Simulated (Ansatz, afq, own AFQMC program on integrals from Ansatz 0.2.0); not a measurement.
AFQMC on a folder of integrals that Ansatz 0.2.0 wrote.

```yaml
crystal:
  periodic: [false, false, false]
  atoms:
    - {symbol: B, position_ang: [0.000000, -0.274830, 0.752123]}
    - {symbol: N, position_ang: [0.000000, 0.082309, -0.576345]}
    - {symbol: H, position_ang: [0.000000, 0.890840, 1.096246]}
    - {symbol: H, position_ang: [0.000000, 0.913155, -1.154290]}
basis:
  gaussian: {orbitals: cc-pVDZ}
magnetization: {spin_polarized: true, initial_magnetization: 2}
correlation: {method: ccsd_t, electrons: outside_noble_gas, hamiltonian_folder: ham}
```

```sh
$ ansatz run in.yaml --threads 1 --pin off --events-out ev --progress --plain --max-ram 1382MiB
```

Options of the walk:

```
--method free --trial cisd --walkers 60 --time-step 0.03 --max-blocks 80 --target-error 0.00038 --factor-cut 1e-05 --seed 7849 --times 0,0.21,0.42,0.81,1.2,1.8,2.4,3 --taylor-order 8
```

Times are imaginary, in 1/Eh. The walk had a cap of 1086 s.

afq prints:

```
orbitals 36  electrons 6 4  factors 284 of 357
reference energy -80.17718548 Eh
CCSD correlation -0.23189055 Eh in 13 cycles, weight of the determinant in the CISD state 0.8874
repeat  energy at the last time / Eh  error
    10  -80.417913  0.001352
    20  -80.418364  0.001121
    30  -80.418388  0.000930
    40  -80.418759  0.000790
    50  -80.418576  0.000697
    60  -80.418530  0.000654
    70  -80.418412  0.000593
    80  -80.418569  0.000577
time / (1/Eh)  energy / Eh  error  mean overlap
  0.00  -80.409083  0.000198  1.1264
  0.21  -80.413520  0.000279  1.1203
  0.42  -80.415643  0.000269  1.1161
  0.81  -80.416560  0.000286  1.1216
  1.20  -80.417479  0.000352  1.1225
  1.80  -80.417334  0.000361  1.1302
  2.40  -80.418091  0.000450  1.1354
  3.00  -80.418569  0.000577  1.1125
energy -80.418569 +/- 0.000577 Eh
```

The run passed its tests (error under three times the target), which doesn't prove that it has relaxed.

Against this walk (error 15.7 meV) on the same determinant: CCSD(T) 57.4 meV higher, CCSDT(Q) 4.1 meV higher (within the noise). The error is statistical, and a free projection of finite length keeps a remainder of its start. The last points still move (meV from the last: 55 ± 8 at 0.81, 30 ± 10 at 1.20, 34 ± 10 at 1.80, 13 ± 12 at 2.40, 0 ± 16 at 3.00), but the last one has reached CCSDT(Q) within the noise or passed it, so little can be left to fall.

Cautions: remainder of the start not in the error; error above the target (15.7 against 10.3 meV); lower spins were not checked.

The walk took 3.7 min on 1 thread of Intel(R) Xeon(R) Platinum 8375C CPU @ 2.90GHz (Ice Lake) (shared host). The log's last line is the free-projection energy.

CCSDT and higher add their correlation energy to the determinant of the CCSD(T) run, since their own runs factorise the integrals more tightly (a shift of under 2 meV). A walk keeps the symmetry of its determinant, which the program's search chose and which needn't be the lowest solution, so a lower state of the same spin and another symmetry isn't excluded.
